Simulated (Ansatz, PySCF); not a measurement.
Molecule: C₃H₂N, charge 0, multiplicity 2. It need not be the lowest isomer of its formula. 
Structure (B3LYP-D3(BJ)/def2-TZVP (Ansatz, a quantum-chemistry and plane-wave program) minimum search):
SMILES: C=[C]C#N
```xyz
6

C     -0.1282    -1.7986    -0.0228
C      0.1404    -0.5266    -0.0139
C      0.0407     0.8046     0.0109
H     -1.1530    -2.1666     0.0132
H      0.6558    -2.5497    -0.0664
N      0.0257     1.9771     0.0297
```
Charge 0, spin multiplicity 2.

Total electronic energies in hartree. Correlated levels leave the core frozen unless marked. UHF or UKS for open shells. No spin-orbit coupling. Non-relativistic. CBS(X,Y): correlation extrapolated as X^-3; Hartree-Fock from the larger set. [CCSD(T)-MP2]/basis is that difference in the basis named.

The UHF reference is spin-contaminated (<S^2> 0.63 over the pure value in the largest basis). The T1 diagnostic of CCSD in the largest basis is 0.057, which is high, so the coupled-cluster rows are less sure than usual.

| level | program | energy (Eh) |
|---|---|---|
| HF/def2-TZVPD | PySCF | -169.19736 |
| TPSS-D3(BJ)/def2-TZVPD | PySCF + dftd3 | -170.26120 |
| TPSSh-D4/def2-TZVPD | PySCF + dftd4 | -170.23697 |
| TPSSh/def2-TZVPD | PySCF | -170.23313 |
| r2SCAN0-D4/def2-TZVPD | Ansatz + dftd4 | -170.09819 |
| HSE06-D3(BJ)/def2-TZVPD | Ansatz + dftd3 | -170.00654 |
| wB97M-V/def2-TZVPD | Ansatz | -170.15628 |
| B2GP-PLYP-D3(BJ)/def2-TZVPD | Ansatz + dftd3 | -170.03865 |
| MP2/cc-pwCVTZ | Ansatz | -169.77282 |
| RI-MP2/aug-cc-pVTZ | Ansatz | -169.77125 |
| SCS-MP2/STO-3G | Ansatz | -167.17531 |
| SCS-MP2/cc-pwCVTZ | Ansatz | -169.75901 |
| CCSD(T)/6-31G | Ansatz | -169.44041 |
| CCSD(T) with core electrons/cc-pwCVTZ | Ansatz | -170.05679 |
| RI-MP2/CBS(cc-pVTZ,cc-pVQZ)+[CCSD(T)-MP2]/cc-pVTZ | Ansatz | -169.9280 |

Totals of different functionals don't rank their quality; only differences between species are comparable.
